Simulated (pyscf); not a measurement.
`[NH2][B]([F])[Cl]` + `[ClH]` → `[NH2][B]([Cl])[Cl]` + `[FH]` (four-centre exchange; singlet surface; B–F, Cl–H broken, B–Cl, F–H formed). Optimised with ωB97X-D3(BJ)/def2-SVP in PySCF. Correlated levels are frozen-core, on RHF or UHF. ΔMP2 is the change of the MP2 total energy from the triple- to the quadruple-zeta basis. Energies in kJ/mol from the separated reactants.

```json
[
 {"level": "PBE/def2-TZVP", "barrier": "131.5", "reaction energy": "+53.2"},
 {"level": "B3LYP-D3(BJ)/def2-TZVP", "barrier": "155.1", "reaction energy": "+57.9"},
 {"level": "PBE0-D3(BJ)/def2-TZVP", "barrier": "[?]", "reaction energy": "+50.8"},
 {"level": "M06-2X/def2-TZVP", "barrier": "152.3", "reaction energy": "+58.2"},
 {"level": "MP2/def2-QZVPP", "barrier": "148.0", "reaction energy": "+41.5"},
 {"level": "CCSD/def2-TZVPP", "barrier": "176.9", "reaction energy": "+56.2"},
 {"level": "CCSD(T)/def2-TZVPP + ΔMP2(QZVPP)", "barrier": "[?]", "reaction energy": "[?]"}
]
```

Q: What belongs in the gaps?

A: 
- PBE0-D3(BJ)/def2-TZVP, barrier: 139.8
- CCSD(T)/def2-TZVPP + ΔMP2(QZVPP), barrier: 160.8
- CCSD(T)/def2-TZVPP + ΔMP2(QZVPP), reaction energy: +49.8

Of the functionals in the table, B3LYP-D3(BJ) is closest to CCSD(T)/def2-TZVPP + ΔMP2(QZVPP) in the barrier (5.8 kJ/mol apart) and PBE least close (29.4 kJ/mol); that level has limits of its own. One saddle was located; it need not be the lowest between these sides. The CCSD(T) − MP2 part came from Ansatz, without density fitting, on the same reference.
